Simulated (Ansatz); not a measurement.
# P₂F+ (quintet): wave-function methods side by side, def2-QZVPP

The task here is to estimate one member of a computed series from the others.

Computed with Ansatz 0.2.0, Gaussian basis. Level: def2-QZVPP, core rule «outside noble gas», up to 11 orbitals frozen.

The runs, in order: UHF; ROHF; CCSD(T) on UHF.

### The system

The geometry is a PBE0/def2-TZVP stationary point (not a proven minimum) of the parent state, kept for this charge and spin.

3 atoms, charge 1, spin multiplicity 5.

Atoms are counted from 1 here; the program's logs count them from 0.

Bond lengths: F1–P2 1.607 Å, P2–P3 2.278 Å. Angles: F1–P2–P3 98.1°.

Coordinates:

```xyz
3

F     0.00000   -0.77121    1.40686
P     0.00000    0.63763    0.63434
P     0.00000   -0.16459   -1.49727
```

The first run:

The input, in.yaml:

```yaml
crystal:
  periodic: [false, false, false]
  atoms:
    - {symbol: F, position_ang: [0.000000, -0.771205, 1.406859]}
    - {symbol: P, position_ang: [0.000000, 0.637627, 0.634340]}
    - {symbol: P, position_ang: [0.000000, -0.164593, -1.497266]}
basis:
  gaussian: {orbitals: "def2-QZVPP.json"}
total_charge: 1
magnetization: {spin_polarized: true, initial_magnetization: 4}
hamiltonian: {xc: hf}
output: {orbitals: {seedname: orbitals}}
```

On the command line:

```bash
$ ansatz run in.yaml --threads 1 --pin off --events-out ev --progress --plain --max-ram 2393MiB
```

Among the steps run: UHF; ROHF; CCSD(T) on UHF.

One of the session's tables, all rows but one given; the rest of the session is left out.

It belongs to the step «Misses and costs». 

| method | from UCCSD(T) (meV) |
| --- | --- |
| ROHF | ? |
| UHF | +14314.4 |
| UMP2 | +1270.0 |
| UCCSD | +622.5 |
| UCCSD(T) | 0 |

**Question.** Estimate the row for ROHF.

**Answer.** from UCCSD(T) (meV): +14555.2. In the column «from UCCSD(T) (meV)» it is the highest.
